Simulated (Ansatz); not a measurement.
Relaxed structures of CH$_{3}$S$_{2}$, doublet (PBE0-D4/def2-TZVP; forces vanish, vibrations not checked; lower isomers may exist, and structures with a doubtful reference or unclear bonds are left out; Å). Ansatz 0.2.0; basis: def2-TZVPP; cores frozen in the correlated methods; orbitals are unrestricted.

Question: Rank them by CCSD(T) energy, lowest first, and give each one's height above the lowest. Links in brackets join atoms within 1.22 times the sum of their covalent radii (1.1 for two metals). (An estimate is asked for; the value comes from the calculation.)
A.
CH₃S₂ ([SH][CH][SH])
```
6
angstrom
S -0.6841 -1.2641 -0.8371
C 0.0547 0.1050 -0.0966
S 0.4767 -0.0208 1.5684
H -1.6441 -0.6189 -1.5271
H 0.2442 1.0127 -0.6515
H 1.5526 0.7861 1.5439
```
B.
CH₃S₂ ([SH][C][SH2])
```
6
angstrom
S -1.0661 -1.1672 -0.5351
C 0.0727 0.0650 -0.1041
S 0.3654 -0.0224 1.5719
H -1.3531 -0.6736 -1.7526
H 1.0964 -1.1329 2.0202
H 1.4654 0.7506 1.6621
```
C.
CH₃S₂ ([CH][SH][SH])
```
6
angstrom
S -0.5510 -1.0019 -1.4230
C 0.3208 0.1097 1.4332
S -0.2139 0.6521 0.0034
H -1.8174 -1.1603 -1.0069
H 0.7315 1.1512 -0.8710
H 1.3509 0.3128 1.7260
```
D.
CH₃S₂ ([S][CH2][SH])
```
6
angstrom
S -0.4981 -1.2515 -0.5286
C 0.3571 0.1121 0.2265
S -0.0262 0.5092 1.9507
H 0.2307 -0.7128 2.4426
H 0.1749 1.0285 -0.3398
H 1.4235 -0.1131 0.1105
```

Answer: By the calculation: D (0.0 kJ/mol), A (29.3 kJ/mol), B (296.6 kJ/mol), C (313.2 kJ/mol). Heights count from the lowest.

No T1 diagnostic of these runs exceeds 0.026. ⟨S²⟩ of the unrestricted Hartree–Fock references: 0.76 to 0.85 (a pure state has 0.75). The unrestricted reference is spin-contaminated, which hurts MP2 most.

For scale, one of the runs: CCSD(T)/def2-TZVPP, 157 basis functions, launched by `ansatz run in.yaml --threads 2 --pin off --events-out ev --progress --plain --max-ram 4352MiB`. Hardware: 2 CPU threads of an Arm Neoverse V1, shared host. Wall time 92 s; peak host memory 2.4 GiB.
